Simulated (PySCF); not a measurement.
# nitroxyl: gas-phase deprotonation enthalpies at several levels

Structure: `N=O` (HNO). Coordinates in Å; atoms count from 1 in this order:
```
N     0.3121    0.3116   -0.0152
O    -0.8684    0.3938   -0.1359
H     0.5792   -0.7105    0.1260
```

All levels share the PBE0-D3(BJ)/ma-def2-SVP structures and the PBE0-D3(BJ)/ma-def2-SVP thermal terms; only the single-point energies (PySCF) change. Values are gas-phase deprotonation enthalpies (298 K, kJ/mol).

```jsonl
{"level": "M06-2X/ma-def2-TZVP", "N1": "1602", "time": "–"}
{"level": "MP2/aug-cc-pVTZ", "N1": "1611", "time": "2.7 s"}
{"level": "CCSD(T)/aug-cc-pVTZ", "N1": "1611", "time": "30 s"}
{"level": "HF/aug-cc-pVTZ", "N1": "1624", "time": "0.5 s"}
```

Times are wall times for all single points of a level on 1 thread of AMD EPYC 7B13, a shared host; the dash marks the run that also made the structures.

Hartree-Fock leaves out electron correlation, so its deprotonation energies can be off by tens of kJ/mol.

The spread: 22 kJ/mol, from 1602 to 1624.

Caveats: `[N-]=O` holds its electron weakly or not at all, so its value hangs on the basis.
